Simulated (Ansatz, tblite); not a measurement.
# AlH2(OH) (AlH₃O): removing and adding an electron

What does removing or adding an electron cost or gain for AlH2(OH) (AlH₃O)? Each charged state is run at several levels.

Computed with Ansatz 0.2.0, Gaussian basis. Level: as each input shows.

Levels to be run: charge +1 doublet, at the geometry of the singlet (PBE0-D4/def2-TZVP, PBE-D4/def2-TZVP, r2SCAN-D4/def2-TZVP, CCSD(T)/def2-TZVPP); charge -1 doublet, at the geometry of the singlet (PBE0-D4/def2-TZVPD, PBE-D4/def2-TZVPD, r2SCAN-D4/def2-TZVPD, CCSD(T)/def2-TZVPD); the starting singlet's energies come from earlier runs.

### Step 1. The relaxed structure

The geometry is that of the singlet, from an earlier relaxation (r2SCAN-D4/def2-TZVP).

5 atoms, charge 0, spin multiplicity 1.

Atoms are counted from 1 here; the program's logs count them from 0.

Bond lengths: Al1–H2 1.583 Å, Al1–H3 1.576 Å, Al1–O4 1.697 Å, O4–H5 0.958 Å. Angles: H2–Al1–H3 124.4°, H2–Al1–O4 119.8°, H3–Al1–O4 115.7°, Al1–O4–H5 123.2°.

Coordinates:

```xyz
5
charge 0, multiplicity 1
Al    0.1916    0.4630   -0.1061
H     1.7493    0.1865   -0.1714
H    -0.4732    1.8734   -0.3323
O    -0.8784   -0.8113    0.2274
H    -0.5894   -1.7117    0.3824
```

### Step 2. Charge +1 doublet at the fixed geometry, PBE0-D4/def2-TZVP

in.yaml

```yaml
crystal:
  periodic: [false, false, false]
  atoms:
    - {symbol: Al, position_ang: [0.191628, 0.463025, -0.106073]}
    - {symbol: H, position_ang: [1.749349, 0.186542, -0.171388]}
    - {symbol: H, position_ang: [-0.473225, 1.873431, -0.332347]}
    - {symbol: O, position_ang: [-0.878374, -0.811341, 0.227439]}
    - {symbol: H, position_ang: [-0.589378, -1.711657, 0.382369]}
basis:
  gaussian: {orbitals: def2-TZVP}
total_charge: 1
magnetization: {spin_polarized: true, initial_magnetization: 1}
hamiltonian: {xc: pbe0, dispersion: d4}
output: {orbitals: {seedname: orbitals}}
```

Started as:

```bash
ansatz run in.yaml --threads 4 --pin off --events-out ev --progress --plain --max-ram 3916MiB
```

Standard output:

```text
Functional definition: PBE0
  name "PBE0"
  cite "Adamo & Barone, J. Chem. Phys. 110, 6158 (1999) doi:10.1063/1.478522"
  cite "Perdew, Burke & Ernzerhof, Phys. Rev. Lett. 77, 3865 (1996) doi:10.1103/PhysRevLett.77.3865"
  parent pbe
  parameter a = 0.25
  parameter kappa = 0.804
  parameter beta = 0.06672455060314922
  exchange = (1 - a)*pbe_x(kappa = kappa, mu = beta*pi^2/3) + a*exact_x
  correlation = pbe_c(beta = beta)
562 factors; their error is unknown
mean field evaluation 1: about -8660.7943 eV, gradient 7.3e1 eV
mean field evaluation 2: about -8508.9834 eV, gradient 1.4e2 eV
mean field evaluation 4: about -8678.5084 eV, gradient 4.6e0 eV
mean field evaluation 8: about -8678.6283 eV, gradient 4.9e-1 eV
mean field evaluation 16: about -8678.6473 eV, gradient 6.0e-4 eV
mean field evaluation 32: about -8677.5426 eV, gradient 5.2e0 eV
mean field -8678.64732729 eV, -318.9344066795 hartree, gradient 2.7e-5 eV, S^2 0.767502; 4 other end points of the search recorded, 0 dependent functions left out
reference -8678.64735620 eV, -318.9344077418 hartree; 12, 11 occupied and 74, 75 virtual orbitals, 562 factors
Total energy: -8678.67473662 eV, -318.9354139539 hartree
```

Wall time 1 s (4 threads of Arm Neoverse V2, shared host).

HOMO -15.76 eV, LUMO -13.31 eV (over both spins); ⟨S²⟩ 0.768 (pure: 0.75).

### Step 3. Charge +1 doublet at the fixed geometry, PBE-D4/def2-TZVP

start.molden holds the orbitals of an earlier run on this state, given as this run's starting guess.

Changes to in.yaml since step 2:

```diff
@@ -9,6 +9,7 @@
 basis:
-  gaussian: {orbitals: def2-TZVP}
+  gaussian: {orbitals: def2-TZVP, initial_orbitals: start.molden}
 total_charge: 1
 magnetization: {spin_polarized: true, initial_magnetization: 1}
-hamiltonian: {xc: pbe0, dispersion: d4}
+hamiltonian: {xc: pbe, dispersion: d4}
+scf: {omitted_lower_state_checks: [starts]}
 output: {orbitals: {seedname: orbitals}}
```

The command is unchanged.

Standard output:

```text
Functional definition: PBE
  name "PBE"
  cite "Perdew, Burke & Ernzerhof, Phys. Rev. Lett. 77, 3865 (1996) doi:10.1103/PhysRevLett.77.3865"
  parent pbe
  parameter kappa = 0.804
  parameter beta = 0.06672455060314922
  exchange = pbe_x(kappa = kappa, mu = beta*pi^2/3)
  correlation = pbe_c(beta = beta)
these checks for a lower state are left out or cut short: starts
542 factors; their error is unknown
mean field evaluation 1: about -8678.2533 eV, gradient 5.6e0 eV
mean field evaluation 2: about -8678.3230 eV, gradient 1.1e-1 eV
mean field evaluation 4: about -8678.3183 eV, gradient 1.0e-3 eV
mean field evaluation 8: about -8678.3183 eV, gradient 1.8e-5 eV
mean field -8678.31829611 eV, -318.9223150065 hartree, gradient 1.2e-5 eV, S^2 0.757096; 0 other end points of the search recorded, 0 dependent functions left out
reference -8678.31833478 eV, -318.9223164279 hartree; 12, 11 occupied and 74, 75 virtual orbitals, 542 factors
Total energy: -8678.35144011 eV, -318.9235330260 hartree
Checks for a lower state left out: starts
```

Wall time 0.65 s (4 threads of Arm Neoverse V2, shared host).

From the report: HOMO -14.44 eV, LUMO -13.99 eV (over both spins); ⟨S²⟩ 0.757 (pure: 0.75).

### Step 4. Charge +1 doublet at the fixed geometry, r2SCAN-D4/def2-TZVP

Changes to in.yaml since step 3:

```diff
@@ -12,3 +12,3 @@
 magnetization: {spin_polarized: true, initial_magnetization: 1}
-hamiltonian: {xc: pbe, dispersion: d4}
+hamiltonian: {xc: r2scan, dispersion: d4}
 scf: {omitted_lower_state_checks: [starts]}
```

The command is unchanged.

Standard output:

```text
Functional definition: r2SCAN
  name "r2SCAN"
  cite "Furness, Kaplan, Ning, Perdew & Sun, J. Phys. Chem. Lett. 11, 8208 (2020) doi:10.1021/acs.jpclett.0c02405"
  cite "Furness, Kaplan, Ning, Perdew & Sun, J. Phys. Chem. Lett. 11, 9248 (2020) doi:10.1021/acs.jpclett.0c03077"
  parent r2scan
  parameter k0 = 0.174
  parameter k1 = 0.065
  parameter a1 = 4.9479
  exchange = r2scan_x(k0 = k0, k1 = k1, a1 = a1)
  correlation = r2scan_c
these checks for a lower state are left out or cut short: starts
542 factors; their error is unknown
mean field evaluation 1: about -8682.4750 eV, gradient 3.2e0 eV
mean field evaluation 2: about -8682.4953 eV, gradient 3.6e-2 eV
mean field evaluation 4: about -8682.4896 eV, gradient 1.8e-4 eV
mean field -8682.48958614 eV, -319.0756070878 hartree, gradient 1.1e-5 eV, S^2 0.768073; 0 other end points of the search recorded, 0 dependent functions left out
reference -8682.48960061 eV, -319.0756076196 hartree; 12, 11 occupied and 74, 75 virtual orbitals, 542 factors
Total energy: -8682.49685238 eV, -319.0758741171 hartree
Checks for a lower state left out: starts
```

Wall time 1.4 s (4 threads of Arm Neoverse V2, shared host).

Report: HOMO -14.73 eV, LUMO -13.90 eV (over both spins); ⟨S²⟩ 0.768 (pure: 0.75).

### Step 5. Charge +1 doublet at the fixed geometry, CCSD(T)/def2-TZVPP

Changes to in.yaml since step 4:

```diff
@@ -9,7 +9,7 @@
 basis:
-  gaussian: {orbitals: def2-TZVP, initial_orbitals: start.molden}
+  gaussian: {orbitals: def2-TZVPP, initial_orbitals: start.molden}
 total_charge: 1
 magnetization: {spin_polarized: true, initial_magnetization: 1}
-hamiltonian: {xc: r2scan, dispersion: d4}
-scf: {omitted_lower_state_checks: [starts]}
+correlation: {method: ccsd_t}
+scf: {omitted_lower_state_checks: [starts, cluster_reference]}
 output: {orbitals: {seedname: orbitals}}
```

Same command.

Standard output:

```text
Functional definition: HF
  name "HF"
  cite "Fock, Z. Phys. 61, 126 (1930) doi:10.1007/BF01340294"
  parent pbe
  exchange = exact_x
  correlation = 0
these checks for a lower state are left out or cut short: starts, cluster_reference
682 factors; integrals over basis functions are off by at most 1.6e-3 eV
mean field evaluation 1: about -8658.5502 eV, gradient 1.6e1 eV
mean field evaluation 2: about -8659.2382 eV, gradient 1.5e0 eV
mean field evaluation 4: about -8659.2711 eV, gradient 2.2e-1 eV
mean field evaluation 8: about -8659.2717 eV, gradient 2.3e-5 eV
mean field -8659.27169109 eV, -318.2223651825 hartree, gradient 2.4e-6 eV, S^2 0.840123; 0 other end points of the search recorded, 0 dependent functions left out
6 core orbitals not correlated: weight in the atoms' cores, before any rotation towards them, 1.000 or more for the frozen orbitals, at most 0.000 for the correlated occupied ones
reference -8659.27169109 eV, -318.2223651825 hartree; 6, 5 occupied and 103, 104 virtual orbitals, 682 factors
second order -8.35744024 eV of doubles, -0.00000000 eV of singles
cycle   1  -8.37773206 eV  change   -2.0e-2 eV  update   9.5e-2
cycle   2  -8.65465279 eV  change   -2.8e-1 eV  update   4.1e-2
cycle   3  -8.80844214 eV  change   -1.5e-1 eV  update   3.4e-2
cycle   4  -8.82388780 eV  change   -1.5e-2 eV  update   1.7e-2
cycle   5  -8.82693298 eV  change   -3.0e-3 eV  update   1.2e-2
cycle   6  -8.84040479 eV  change   -1.3e-2 eV  update   8.7e-3
cycle   7  -8.84516849 eV  change   -4.8e-3 eV  update   6.6e-3
cycle   8  -8.84520684 eV  change   -3.8e-5 eV  update   3.1e-3
cycle   9  -8.84659743 eV  change   -1.4e-3 eV  update   1.6e-3
cycle  10  -8.84575561 eV  change    8.4e-4 eV  update   7.8e-4
cycle  11  -8.84614153 eV  change   -3.9e-4 eV  update   5.1e-4
cycle  12  -8.84647179 eV  change   -3.3e-4 eV  update   2.6e-4
cycle  13  -8.84629960 eV  change    1.7e-4 eV  update   1.5e-4
cycle  14  -8.84647978 eV  change   -1.8e-4 eV  update   5.6e-5
cycle  15  -8.84643805 eV  change    4.2e-5 eV  update   1.9e-5
cycle  16  -8.84644061 eV  change   -2.6e-6 eV  update   9.7e-6
perturbative correction -0.33232144 eV, -0.0122125878 hartree
Total energy: -8668.45045315 eV, -318.5596784665 hartree
Checks for a lower state left out: starts, cluster_reference
```

Wall time 5 s (4 threads of Arm Neoverse V2, shared host); peak memory 0.87 GiB.

Hartree-Fock HOMO -18.66 eV, LUMO -9.70 eV (over both spins); ⟨S²⟩ 0.840 (pure: 0.75); T1 0.045. Doubts: large T1 diagnostic.

### Step 6. Vertical ionisation energy

Charged state less starting state, singlet to doublet; the starting state's energies are those of its earlier runs.

| level | vertical ionisation energy (eV) | time |
| --- | --- | --- |
| HF/def2-TZVPP† | +10.64 |  |
| PBE-D4/def2-TZVP | +10.53 | 1.1 s |
| r2SCAN-D4/def2-TZVP | +10.67 | 2.2 s |
| PBE0-D4/def2-TZVP | +10.88 | 1.4 s |
| MP2/def2-TZVPP† | +11.30 |  |
| CCSD/def2-TZVPP† | +11.28 |  |
| CCSD(T)/def2-TZVPP† | +11.23 | 6.5 s |

Times add the two runs; a level without a time comes out of a correlated run. † marks a level with a doubtful state (flagged, unstable, out of aufbau order, or strongly spin-contaminated); such levels are left out of the summary. CCSD(T)/def2-TZVPP is no safe reference here (large T1 diagnostic).

Beside −ε(HOMO) of the starting state:

| level | −ε(HOMO) (eV) | by difference (eV) | mismatch (eV) |
| --- | --- | --- | --- |
| PBE-D4/def2-TZVP | 7.03 | 10.53 | -3.50 |
| r2SCAN-D4/def2-TZVP | 7.36 | 10.67 | -3.30 |
| PBE0-D4/def2-TZVP | 8.38 | 10.88 | -2.50 |

### Step 7. Charge -1 doublet at the fixed geometry, PBE0-D4/def2-TZVPD

Changes to in.yaml since step 5:

```diff
@@ -9,7 +9,6 @@
 basis:
-  gaussian: {orbitals: def2-TZVPP, initial_orbitals: start.molden}
-total_charge: 1
+  gaussian: {orbitals: def2-TZVPD}
+total_charge: -1
 magnetization: {spin_polarized: true, initial_magnetization: 1}
-correlation: {method: ccsd_t}
-scf: {omitted_lower_state_checks: [starts, cluster_reference]}
+hamiltonian: {xc: pbe0, dispersion: d4}
 output: {orbitals: {seedname: orbitals}}
```

Same command.

Standard output:

```text
Functional definition: PBE0
  name "PBE0"
  cite "Adamo & Barone, J. Chem. Phys. 110, 6158 (1999) doi:10.1063/1.478522"
  cite "Perdew, Burke & Ernzerhof, Phys. Rev. Lett. 77, 3865 (1996) doi:10.1103/PhysRevLett.77.3865"
  parent pbe
  parameter a = 0.25
  parameter kappa = 0.804
  parameter beta = 0.06672455060314922
  exchange = (1 - a)*pbe_x(kappa = kappa, mu = beta*pi^2/3) + a*exact_x
  correlation = pbe_c(beta = beta)
631 factors; their error is unknown
mean field evaluation 1: about -8688.3169 eV, gradient 9.0e0 eV
mean field evaluation 2: about -8688.7578 eV, gradient 7.7e0 eV
mean field evaluation 4: about -8689.0291 eV, gradient 4.9e-1 eV
mean field evaluation 8: about -8689.0489 eV, gradient 1.2e-1 eV
mean field evaluation 16: about -8689.0489 eV, gradient 2.8e-5 eV
mean field evaluation 32: about -8688.7079 eV, gradient 3.9e-1 eV
mean field -8689.04894853 eV, -319.3166592095 hartree, gradient 1.6e-5 eV, S^2 0.755071; 5 other end points of the search recorded, 0 dependent functions left out
reference -8689.04898527 eV, -319.3166605599 hartree; 13, 12 occupied and 97, 98 virtual orbitals, 631 factors
Total energy: -8689.11036835 eV, -319.3189163464 hartree
```

Wall time 1.8 s (4 threads of Arm Neoverse V2, shared host).

HOMO 2.16 eV, LUMO 3.50 eV (over both spins); ⟨S²⟩ 0.755 (pure: 0.75). Doubts: highest occupied level lies above zero.

### Step 8. Charge -1 doublet at the fixed geometry, PBE-D4/def2-TZVPD

Changes to in.yaml since step 7:

```diff
@@ -9,6 +9,7 @@
 basis:
-  gaussian: {orbitals: def2-TZVPD}
+  gaussian: {orbitals: def2-TZVPD, initial_orbitals: start.molden}
 total_charge: -1
 magnetization: {spin_polarized: true, initial_magnetization: 1}
-hamiltonian: {xc: pbe0, dispersion: d4}
+hamiltonian: {xc: pbe, dispersion: d4}
+scf: {omitted_lower_state_checks: [starts]}
 output: {orbitals: {seedname: orbitals}}
```

Launched as before.

Standard output:

```text
Functional definition: PBE
  name "PBE"
  cite "Perdew, Burke & Ernzerhof, Phys. Rev. Lett. 77, 3865 (1996) doi:10.1103/PhysRevLett.77.3865"
  parent pbe
  parameter kappa = 0.804
  parameter beta = 0.06672455060314922
  exchange = pbe_x(kappa = kappa, mu = beta*pi^2/3)
  correlation = pbe_c(beta = beta)
these checks for a lower state are left out or cut short: starts
601 factors; their error is unknown
mean field evaluation 1: about -8688.3707 eV, gradient 5.6e0 eV
mean field evaluation 2: about -8688.4276 eV, gradient 7.0e-2 eV
mean field evaluation 4: about -8688.4243 eV, gradient 1.8e-4 eV
mean field evaluation 8: about -8688.4243 eV, gradient 1.8e-5 eV
mean field -8688.42426500 eV, -319.2937025134 hartree, gradient 4.4e-6 eV, S^2 0.753740; 0 other end points of the search recorded, 0 dependent functions left out
reference -8688.42431317 eV, -319.2937042835 hartree; 13, 12 occupied and 97, 98 virtual orbitals, 601 factors
Total energy: -8688.49820486 eV, -319.2964197532 hartree
Checks for a lower state left out: starts
```

Wall time 1.6 s (4 threads of Arm Neoverse V2, shared host).

From the report: HOMO 2.77 eV, LUMO 3.01 eV (over both spins); ⟨S²⟩ 0.754 (pure: 0.75). Doubts: highest occupied level lies above zero.

### Step 9. Charge -1 doublet at the fixed geometry, r2SCAN-D4/def2-TZVPD

Changes to in.yaml since step 8:

```diff
@@ -12,3 +12,3 @@
 magnetization: {spin_polarized: true, initial_magnetization: 1}
-hamiltonian: {xc: pbe, dispersion: d4}
+hamiltonian: {xc: r2scan, dispersion: d4}
 scf: {omitted_lower_state_checks: [starts]}
```

The command is unchanged.

Standard output:

```text
Functional definition: r2SCAN
  name "r2SCAN"
  cite "Furness, Kaplan, Ning, Perdew & Sun, J. Phys. Chem. Lett. 11, 8208 (2020) doi:10.1021/acs.jpclett.0c02405"
  cite "Furness, Kaplan, Ning, Perdew & Sun, J. Phys. Chem. Lett. 11, 9248 (2020) doi:10.1021/acs.jpclett.0c03077"
  parent r2scan
  parameter k0 = 0.174
  parameter k1 = 0.065
  parameter a1 = 4.9479
  exchange = r2scan_x(k0 = k0, k1 = k1, a1 = a1)
  correlation = r2scan_c
these checks for a lower state are left out or cut short: starts
601 factors; their error is unknown
mean field evaluation 1: about -8692.7527 eV, gradient 3.2e0 eV
mean field evaluation 2: about -8692.7707 eV, gradient 2.8e-2 eV
mean field evaluation 4: about -8692.7663 eV, gradient 8.9e-5 eV
mean field -8692.76629985 eV, -319.4532693509 hartree, gradient 2.0e-5 eV, S^2 0.758814; 0 other end points of the search recorded, 0 dependent functions left out
reference -8692.76632229 eV, -319.4532701754 hartree; 13, 12 occupied and 97, 98 virtual orbitals, 601 factors
Total energy: -8692.78349848 eV, -319.4539013889 hartree
Checks for a lower state left out: starts
```

Wall time 1.8 s (4 threads of Arm Neoverse V2, shared host).

From the report: HOMO 2.63 eV, LUMO 3.50 eV (over both spins); ⟨S²⟩ 0.759 (pure: 0.75). Doubts: highest occupied level lies above zero.

### Step 10. Charge -1 doublet at the fixed geometry, CCSD(T)/def2-TZVPD

Changes to in.yaml since step 9:

```diff
@@ -12,4 +12,4 @@
 magnetization: {spin_polarized: true, initial_magnetization: 1}
-hamiltonian: {xc: r2scan, dispersion: d4}
-scf: {omitted_lower_state_checks: [starts]}
+correlation: {method: ccsd_t}
+scf: {omitted_lower_state_checks: [starts, cluster_reference]}
 output: {orbitals: {seedname: orbitals}}
```

Launched as before.

Standard output:

```text
Functional definition: HF
  name "HF"
  cite "Fock, Z. Phys. 61, 126 (1930) doi:10.1007/BF01340294"
  parent pbe
  exchange = exact_x
  correlation = 0
these checks for a lower state are left out or cut short: starts, cluster_reference
747 factors; integrals over basis functions are off by at most 1.0e-3 eV
mean field evaluation 1: about -8668.3421 eV, gradient 1.5e1 eV
mean field evaluation 2: about -8668.7036 eV, gradient 4.9e-1 eV
mean field evaluation 4: about -8668.7154 eV, gradient 9.8e-2 eV
mean field evaluation 8: about -8668.7155 eV, gradient 4.3e-6 eV
mean field -8668.71545831 eV, -318.5694172264 hartree, gradient 4.3e-6 eV, S^2 0.765655; 0 other end points of the search recorded, 0 dependent functions left out
6 core orbitals not correlated: weight in the atoms' cores, before any rotation towards them, 1.000 or more for the frozen orbitals, at most 0.000 for the correlated occupied ones
reference -8668.71545831 eV, -318.5694172264 hartree; 7, 6 occupied and 97, 98 virtual orbitals, 747 factors
second order -9.17889811 eV of doubles, -0.00000000 eV of singles
cycle   1  -9.41289763 eV  change   -2.3e-1 eV  update   7.9e-2
cycle   2  -9.68393613 eV  change   -2.7e-1 eV  update   2.7e-2
cycle   3  -9.75771950 eV  change   -7.4e-2 eV  update   1.5e-2
cycle   4  -9.75132276 eV  change    6.4e-3 eV  update   4.8e-3
cycle   5  -9.75100447 eV  change    3.2e-4 eV  update   2.0e-3
cycle   6  -9.75138629 eV  change   -3.8e-4 eV  update   6.8e-4
cycle   7  -9.75109632 eV  change    2.9e-4 eV  update   2.8e-4
cycle   8  -9.75110673 eV  change   -1.0e-5 eV  update   1.1e-4
cycle   9  -9.75114801 eV  change   -4.1e-5 eV  update   6.8e-5
cycle  10  -9.75113275 eV  change    1.5e-5 eV  update   5.1e-5
cycle  11  -9.75113020 eV  change    2.6e-6 eV  update   4.3e-5
cycle  12  -9.75113048 eV  change   -2.8e-7 eV  update   3.5e-5
cycle  13  -9.75112479 eV  change    5.7e-6 eV  update   2.7e-5
cycle  14  -9.75114060 eV  change   -1.6e-5 eV  update   1.6e-5
cycle  15  -9.75114499 eV  change   -4.4e-6 eV  update   8.9e-6
perturbative correction -0.32281154 eV, -0.0118631054 hartree
Total energy: -8678.78941484 eV, -318.9396283007 hartree
Checks for a lower state left out: starts, cluster_reference
```

It took 5.5 s on 4 threads of Arm Neoverse V2, shared host; peak memory 0.82 GiB.

Hartree-Fock HOMO 0.87 eV, LUMO 4.71 eV (over both spins); ⟨S²⟩ 0.766 (pure: 0.75); T1 0.016. Doubts: highest occupied level lies above zero.

### Step 11. Vertical electron affinity

Starting state less charged state (positive: the electron is bound), singlet to doublet; the starting state's energies are those of its earlier runs.

| method | vertical electron affinity (eV) | from CCSD(T)/def2-TZVPD (eV) | time |
| --- | --- | --- | --- |
| HF/def2-TZVPD | -1.17 | -0.45 |  |
| PBE-D4/def2-TZVPD | -0.43 | +0.29 | 2.1 s |
| r2SCAN-D4/def2-TZVPD | -0.42 | +0.30 | 2.9 s |
| PBE0-D4/def2-TZVPD | -0.48 | +0.24 | 2.4 s |
| MP2/def2-TZVPD | -0.84 | -0.12 |  |
| CCSD/def2-TZVPD | -0.76 | -0.04 |  |
| CCSD(T)/def2-TZVPD | -0.72 | 0 | 6.8 s |

Times add the two runs; a level without a time comes out of a correlated run.

Beside −ε(LUMO) of the starting state:

| level | −ε(LUMO) (eV) | by difference (eV) | mismatch (eV) |
| --- | --- | --- | --- |
| PBE-D4/def2-TZVPD | 1.78 | -0.43 | +2.21 |
| r2SCAN-D4/def2-TZVPD | 1.36 | -0.42 | +1.78 |
| PBE0-D4/def2-TZVPD | 1.02 | -0.48 | +1.50 |

### Step 12. Summary of results

| quantity | value |
| --- | --- |
| vertical ionisation energy, functionals in def2-TZVP | 10.53 (PBE-D4) to 10.88 eV (PBE0-D4) |
| vertical electron affinity, functionals in def2-TZVPD | -0.48 (PBE0-D4) to -0.42 eV (r2SCAN-D4) |
| vertical electron affinity, CCSD(T)/def2-TZVPD | -0.72 eV |

The vertical ionisation energy spans 10.53 to 10.88 eV over the functionals. −ε(HOMO) misses the level's own difference by -2.50 eV at best (PBE0-D4) and -3.50 eV at worst (PBE-D4). The vertical electron affinity spans -0.48 to -0.42 eV over the functionals, beside -0.72 eV from CCSD(T)/def2-TZVPD. A negative affinity means an unbound electron, held by the basis alone. −ε(LUMO) misses the level's own difference by +1.50 eV at best (PBE0-D4) and +2.21 eV at worst (PBE-D4). CCSD(T)/def2-TZVPD isn't at the basis-set limit; small misses against it rank nothing.
